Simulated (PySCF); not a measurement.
## Circular dichroism: `SS`, H₂S₂

Geometry (Å), atoms numbered from 1 in this order:
```xyz
4

S     0.8876    0.4151    0.5312
S    -0.8868    0.4739   -0.4835
H     1.5461   -0.4177   -0.2864
H    -1.5366   -0.4665    0.2160
```

Computed, not measured: TDDFT wB97X-D/def2-SVPD circular dichroism and optical rotation, one conformer, gas phase in PySCF 2.14.0. Geometry: GFN2-xTB.

No stereocentre is labelled: unless the shape is locked (an allene, a helicene, a hindered biaryl), the mirror image is equally populated and a measured rotation or CD is zero.

Problem. Which excitations and rotatory strengths does the calculation give?

Solution. Rotatory strengths R in 10⁻⁴⁰ esu² cm², velocity form and length form (origin at the centre of mass); f in length form.
```tsv
state	E (eV)	λ (nm)	f	R (velocity)	R (length)	main
1	4.81	258	0.004	-4.7	-4.7	HOMO→LUMO 0.93
2	5.06	245	0.012	+16.2	+15.4	HOMO−1→LUMO 0.92
3	6.22	199	0.016	-68.4	-68.7	HOMO→LUMO+1 0.86
4	6.37	195	0.015	+57.7	+57.4	HOMO−1→LUMO+1 0.79, HOMO→LUMO+2 0.14
5	7.04	176	0.001	-32.6	-22.7	HOMO→LUMO+2 0.74, HOMO−1→LUMO+1 0.15
6	7.22	172	0.008	+38.9	+32.4	HOMO−1→LUMO+2 0.77
7	8.10	153	0.228	+6.4	+4.8	HOMO−2→LUMO 0.61, HOMO→LUMO+4 0.16
8	8.28	150	0.120	+21.7	+21.6	HOMO→LUMO+4 0.44, HOMO→LUMO+5 0.26
9	8.30	149	0.038	-30.6	-28.9	HOMO→LUMO+5 0.61, HOMO−1→LUMO+3 0.18
10	8.32	149	0.032	+10.2	+10.0	HOMO→LUMO+6 0.45, HOMO−1→LUMO+4 0.44
11	8.36	148	0.003	-2.7	-2.3	HOMO→LUMO+3 0.74, HOMO−1→LUMO+5 0.12
12	8.58	144	0.006	+20.8	+20.5	HOMO−1→LUMO+5 0.75
13	8.65	143	0.018	-23.8	-26.3	HOMO−1→LUMO+3 0.46, HOMO−1→LUMO+6 0.23
14	8.87	140	0.037	+52.6	+55.6	HOMO→LUMO+6 0.29, HOMO−3→LUMO 0.23
15	8.98	138	0.050	-17.2	-18.2	HOMO−1→LUMO+6 0.51, HOMO→LUMO+4 0.15
16	9.20	135	0.023	-27.5	-26.6	HOMO−2→LUMO+1 0.76
```

Among the states computed, the strongest CD band (largest |R|) is state 3. The largest dissymmetry factor in size, g = 4R/(D+G), with D and G the electric and magnetic dipole strengths, is -0.13 for state 5 (velocity form, f = 0.003), among bands with |R| over 0.5. The mirror image has the same energies and oscillator strengths and all R with the opposite sign.
